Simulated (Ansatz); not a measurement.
**Question.** Name a neutral molecule of B, S and H with ideal-gas entropy at 298 K and 1 bar (rigid rotor, harmonic PBE0-D4/def2-TZVP) between 267 and 283 J/(mol·K) and HOMO–LUMO gap (PBE/def2-TZVPP) between 3.85 and 4.15 eV (Ansatz, PBE0-D4/def2-TZVP geometry).

**Answer.** `BSB` (274 J/(mol·K), 4.14 eV). Other molecules can fit too; these were computed, each in one conformer that needn't be the lowest.
